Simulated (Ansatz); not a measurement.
Start from `NC(N)S` and change one atom or group to get `NC(N)N`.

Ansatz, PBE0-D4/def2-TZVP geometries, multiplicity 1. Each molecule was computed in one conformer, which needn't be the lowest.

```csv
property,`NC(N)S`
size of the dipole moment (PBE/def2-TZVPP) / D,2.28
"ideal-gas entropy at 298 K and 1 bar (rigid rotor, harmonic PBE0-D4/def2-TZVP) / J/(mol·K)",305
size of the dipole moment (ωB97M-V/def2-TZVPP) / D,2.25
HOMO–LUMO gap (B3LYP/def2-TZVPP) / eV,6.55
HOMO–LUMO gap (PBE0/def2-TZVPP) / eV,7.09
HOMO energy (ωB97M-V/def2-TZVPP) / eV,-9.06
```

**Question.** Give the same properties after the change, and the shifts. (Best estimate.)

**Answer.** The calculation gave: 
```json
{"property": "size of the dipole moment (PBE/def2-TZVPP) / D", "`NC(N)N`": "1.56", "shift": "-0.72"}
{"property": "ideal-gas entropy at 298 K and 1 bar (rigid rotor, harmonic PBE0-D4/def2-TZVP) / J/(mol·K)", "`NC(N)N`": "285", "shift": "-20"}
{"property": "size of the dipole moment (ωB97M-V/def2-TZVPP) / D", "`NC(N)N`": "1.64", "shift": "-0.61"}
{"property": "HOMO–LUMO gap (B3LYP/def2-TZVPP) / eV", "`NC(N)N`": "7.12", "shift": "0.57"}
{"property": "HOMO–LUMO gap (PBE0/def2-TZVPP) / eV", "`NC(N)N`": "7.72", "shift": "0.63"}
{"property": "HOMO energy (ωB97M-V/def2-TZVPP) / eV", "`NC(N)N`": "-9.35", "shift": "-0.29"}
```

With PBE0 the HOMO falls by 0.12 eV and the LUMO rises by 0.52 eV, so the gap widens by about 0.64 eV. PBE moves the HOMO by 0.11 eV and ωB97M-V by -0.29 eV. The zero-point energy changes by 46.5 kJ/mol with +3 modes. Dipoles are sizes alone; their direction can turn.

B3LYP here is the variant with VWN-RPA as its local correlation; programs differ in this.
